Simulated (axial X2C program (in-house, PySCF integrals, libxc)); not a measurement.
**Spin–orbit effects down a group: molecules with O (ions), HF**

Computed with an axial X2C code built on PySCF integrals, spin-free (one-electron X2C) or two-component (2c: spin–orbit coupling with atomic mean-field Coulomb and Gaunt terms, which also bring small scalar terms), in Dyall basis sets with cores contracted in-house; open shells are unrestricted.

Basis sets: H dyall-av3z, Li dyall-av3z, Na dyall-av3z, O dyall-av3z.

```
molecule  spin-free state  Re (Å)  ωe (cm⁻¹)  De (eV)  2c state  Re 2c (Å)  ωe 2c (cm⁻¹)  De 2c (eV)
     OH⁻   M_S = 0, Λ = 0   0.943     4061.8      n/a     Ω = 0      0.943        4062.2         n/a
    LiO⁻   M_S = 1, Λ = 1   1.730      732.9      n/a     Ω = 2      1.731         732.7         n/a
    NaO⁻   M_S = 1, Λ = 1   2.122      421.0      n/a     Ω = 2      2.122         420.9         n/a
```

Fragments in 2c: O + H-, O + Li-, Na- + O. Each entry is the lowest single determinant of a limited PBE0 search at one distance. De goes to single-determinant-based atoms at the same level (for ions the charge split of lowest energy) and is withheld (n/a) where an atom does not fit its ground term or J level. Main or longest-lived isotopes. One determinant is a doubtful description, or other states lie close, for LiO⁻, NaO⁻; these need not be ground states, and all values refer to the states named. Some open-shell Ω = 0 determinants are out of reach, so the Ω given for LiO⁻, NaO⁻ need not be the lowest component. With several unpaired electrons the Ω given is that of one determinant, not necessarily of the lowest component.
